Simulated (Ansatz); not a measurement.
```yaml
crystal:
  periodic: [false, false, false]
  atoms:
    - {symbol: O, position_ang: [-0.547631, -0.026348, -0.302724]}
    - {symbol: Na, position_ang: [2.652661, -0.108209, 1.440333]}
    - {symbol: H, position_ang: [-2.125817, 0.011914, -1.162554]}
basis:
  gaussian: {orbitals: aug-cc-pVDZ}
total_charge: 1
magnetization: {spin_polarized: true, initial_magnetization: 1}
hamiltonian: {xc: {name: HSE06}, dispersion: d3bj}
output: {forces: true}
```

```sh
$ ansatz run in.yaml --threads 2 --pin off --events-out ev --progress --plain --max-ram 32768MiB --backend cpu
```

It prints (some lines left out):

```
Functional definition: HSE06
557 factors; integrals over basis functions are off by at most 1.5e-3 eV
95 factors; integrals over basis functions are off by at most 4.0e-5 eV
mean field evaluation 1: about -6445.4709 eV, gradient 5.9e1 eV
mean field evaluation 2: about -6305.4733 eV, gradient 9.5e1 eV
mean field evaluation 4: about -6462.1601 eV, gradient 9.8e0 eV
mean field evaluation 8: about -6462.9195 eV, gradient 1.7e0 eV
mean field evaluation 16: about -6463.1115 eV, gradient 1.4e-2 eV
mean field evaluation 32: about -6463.1115 eV, gradient 1.7e-4 eV
mean field evaluation 64: about -6463.1115 eV, gradient 5.7e-5 eV
mean field -6463.11150659 eV, -237.5149670129 hartree, gradient 2.9e-10 eV, S^2 1.161137; 6 other end points of the search recorded, 0 dependent functions left out
reference -6463.11155133 eV, -237.5149686570 hartree; 10, 9 occupied and 49, 50 virtual orbitals, 557 factors
Total energy: -6463.13276316 eV, -237.5157481775 hartree
Atom 0 at    -0.547631    -0.026348    -0.302724 Å, force    -2.376182     0.057564    -1.294556 eV/Å
Atom 1 at     2.652661    -0.108209     1.440333 Å, force    -0.148005     0.003736    -0.080633 eV/Å
Atom 2 at    -2.125817     0.011914    -1.162554 Å, force     2.524188    -0.061299     1.375189 eV/Å
Dipole moment:     1.077669    -0.027939     0.586916 e Å
```

In this input the coordinates are in bohr but typed as ångström. The run converged. The result belongs to that input, not to the molecule as meant.
